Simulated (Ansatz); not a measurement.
F$_{2}$O+, SMILES `F[O+]F` radical. Total charge 1; spin multiplicity 2.

Z-matrix (Å, degrees):
```
O
F 1 1.297
F 1 1.297 2 108.0
```

Give the diagnostics of a CCSD(T)/def2-TZVPP run (frozen core, Ansatz 0.2.0). (Best estimate.)

The calculation gave: T1 = 0.0420, largest single amplitude 0.214, largest double 0.060, (T) share of the correlation energy 3.9 %, 12 CCSD cycles. ⟨S²⟩ of the UHF reference is 0.789 against 0.75 for a pure state. T1 lies under the customary mark of 0.045 for open shells.
